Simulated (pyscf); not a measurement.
HO–SiH(Cl)–Cl → O=Si(Cl)–Cl + hydrogen (H₂), an elimination (singlet surface; H–O, H–Si broken, H–H formed). Single points on ωB97X-D3(BJ)/def2-SVP structures (PySCF, gas phase). Energies in kcal/mol from the reactant's lowest minimum found.

Small-basis levels: PySCF, no dispersion term, spherical d functions. 

Problem. In single points SVWN5/6-31G* puts the saddle at 60.9 kcal/mol and the reaction energy at +55.4 kcal/mol. Should these be trusted to within a few kcal/mol? Compare with ωB97M-D3(BJ)/def2-TZVP.

Solution. ωB97M-D3(BJ)/def2-TZVP gives ΔE‡ = 67.8 kcal/mol and ΔE = +53.1 kcal/mol. SVWN5/6-31G* lies 6.9 kcal/mol under it in the barrier and 2.2 kcal/mol over it in the reaction energy, so on this step it does not hold to within 3.0 kcal/mol. ωB97M-D3(BJ)/def2-TZVP has limits of its own. At the saddle there is also a short H–Si contact that neither side keeps. This is the saddle that the search found; another between the same sides may lie lower.
